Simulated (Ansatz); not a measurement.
# CH₅ (doublet): from Hartree-Fock to the top rungs at distance H1–H2 along a hydrogen transfer = 0.952 Å, 6-31G

How much of the correlation energy of CH₅ (doublet) does each wave-function method recover here?

Computed with Ansatz 0.2.0, Gaussian basis. Level: 6-31G, core rule «outside noble gas», up to 1 orbitals frozen.

To be run: UHF; CCSD(T) on ROHF; CCSD(T) on UHF; BCCD(T) on ROHF; CISD; CCSDT(Q) on ROHF; CCSDT(Q) on UHF; CCSDTQ on ROHF; CASSCF and MRCISD+Q, 3 electrons in 3 orbitals; CASSCF and NEVPT2, 3 electrons in 3 orbitals; CASSCF and MRCISD+Q, 9 electrons in 9 orbitals; CASSCF and NEVPT2, 9 electrons in 9 orbitals; Full CI.

8 further runs of the same task are left out: 1 for a mislabelled method, 6 that didn't finish, 1 set aside as unsound or not needed.

## (1) The geometry

The geometry derives from fragments relaxed apart (PBE0/def2-TZVP) and kept rigid, so it is no stationary point. A hydrogen atom is moved between rigid fragments.

6 atoms, charge 0, spin multiplicity 2.

Atoms are counted from 1 here; the program's logs count them from 0.

Bond lengths: H2–C3 1.367 Å, C3–H4 1.080 Å, C3–H5 1.080 Å, C3–H6 1.080 Å. Angles: H2–C3–H4 90.0°, H2–C3–H5 90.0°, H2–C3–H6 90.0°, H4–C3–H5 120.0°, H4–C3–H6 120.0°, H5–C3–H6 120.0°.

## (2) UHF

Input file in.yaml:

```yaml
crystal:
  periodic: [false, false, false]
  atoms:
    - {symbol: H, position_ang: [-2.101101, 0.000000, 0.000000]}
    - {symbol: H, position_ang: [-1.149101, 0.000000, 0.000000]}
    - {symbol: C, position_ang: [0.217899, 0.000000, 0.000000]}
    - {symbol: H, position_ang: [0.217899, -1.080023, 0.000000]}
    - {symbol: H, position_ang: [0.217899, 0.540011, 0.935327]}
    - {symbol: H, position_ang: [0.217899, 0.540012, -0.935327]}
basis:
  gaussian: {orbitals: 6-31G}
magnetization: {spin_polarized: true, initial_magnetization: 1}
hamiltonian: {xc: hf}
output: {orbitals: {seedname: orbitals}}
```

The run is started by

```bash
ansatz run in.yaml --threads 1 --pin off --events-out ev --progress --plain --max-ram 2393MiB
```

The runs that follow: CCSD(T) on ROHF; CCSD(T) on UHF; BCCD(T) on ROHF; CISD; CCSDT(Q) on ROHF; CCSDT(Q) on UHF; CCSDTQ on ROHF; CASSCF and MRCISD+Q, 3 electrons in 3 orbitals; CASSCF and NEVPT2, 3 electrons in 3 orbitals; CASSCF and MRCISD+Q, 9 electrons in 9 orbitals; CASSCF and NEVPT2, 9 electrons in 9 orbitals; Full CI.

Before running them: what should the planned runs give, taken together? Wanted: FCI below the RHF energy; RMP2 from FCI; UMP2 from FCI; RCCSD from FCI; RCCSD(T) from FCI; UCCSD(T) from FCI; RCCSDT(Q) from FCI; UCCSDT(Q) from FCI; NEVPT2 pair from FCI.

The runs gave:

```
                         quantity                                                                                                                        value
         FCI below the RHF energy                                                                                                                   -3.7981 eV
                    RMP2 from FCI                                                                                                                   +780.9 meV
                    UMP2 from FCI                                                                                                                   +771.3 meV
                   RCCSD from FCI                                                                                                                    +68.7 meV
                RCCSD(T) from FCI                                                                                                                    +12.7 meV
                UCCSD(T) from FCI                                                                                                                    +14.0 meV
               RCCSDT(Q) from FCI                                                                                                                     +0.3 meV
               UCCSDT(Q) from FCI                                                                                                                      0.0 meV
             NEVPT2 pair from FCI                                                                                                                   +547.2 meV
           MRCISD+Q pair from FCI                                                                                                                    +19.6 meV
          NEVPT2 valence from FCI                                                                                                                   +258.3 meV
levels within 1 kcal/mol (43 meV)  RCCSD(T), UCCSD(T), BCCD(T), RCCSDT, UCCSDT, RCCSDT(Q), UCCSDT(Q), RCCSDTQ, MRCISD+Q pair, MRCISD valence, MRCISD+Q valence
                    T1 diagnostic                                                                                                                        0.029
   effectively unpaired electrons                                                                                                                         1.03
```

**Reading.** RCCSD(T) lands +12.7 meV from the yardstick (0.3 % of the correlation energy). One determinant dominates. Of the multireference levels listed MRCISD+Q valence comes nearest in total energy (+4.5 meV), which doesn't show that its space is the better one. These misses are within one basis, not against nature; the frozen cores of restricted and unrestricted runs differ, which can shift their rows.
